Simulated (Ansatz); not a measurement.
C₂H₃F, SMILES C[C]F, a single point in a Gaussian basis

Computed with the Ansatz DFT code, driven from Python.

At the Python prompt:
```pycon
>>> import ansatz as az
>>> geometry_ang = [
...     ('C', [-0.4512, 0.0134, -0.0225]),
...     ('C', [0.8708, -0.7147, -0.1684]),
...     ('F', [1.9145, 0.1331, 0.1539]),
...     ('H', [-0.5782, 0.3562, 1.0256]),
...     ('H', [-1.28, -0.6763, -0.2835]),
...     ('H', [-0.476, 0.8883, -0.7052]),
... ]
>>> molecule = az.Crystal.molecule()
>>> for symbol, xyz in geometry_ang:
...     molecule = molecule.atom(symbol, xyz)
...
>>> setup = molecule.calculation()
>>> setup = setup.basis(gaussian='def2-TZVP')
>>> setup = setup.functional(az.LibraryFunctional('PBE-QIDH'))
>>> setup = setup.spin('collinear', total=2)
>>> outcome = setup.run(threads=1)

>>> summary = outcome.report
>>> summary['converged'], summary['free_energy_ev']
(True, -4831.588687953209)
>>> summary['positions_ang']
[[-0.4512, 0.0134, -0.0225], [0.8708, -0.7147, -0.1684], [1.9145, 0.1331, 0.1539], [-0.5782, 0.3562, 1.0256], [-1.28, -0.6763, -0.2835], [-0.476, 0.8883, -0.7052]]
>>> summary['mean_field']['state']['spin_squared']
2.007451202711005
>>> print(f'E = {summary["free_energy_ev"]:.6f} eV = {summary["free_energy_ev"] / 27.211386246:.7f} Ha')
E = -4831.588688 eV = -177.5576093 Ha
>>> print('converged:', summary['converged'], ' doubts:', summary['published_state_doubts'] or 'none')
converged: True  doubts: none
```

Total energies depend on the basis set; only differences at equal settings carry meaning. The geometry is a force-field or estimated start, not a minimum of this method, and the basis set is short of its limit. The species is open-shell (spin multiplicity 3). Wall time of the script: 4.5 s on 1 thread of Arm Neoverse V1, with other jobs on the host, peak memory 0.23 GiB.

(Lines on the test bed's own set-up are left out of the output.)
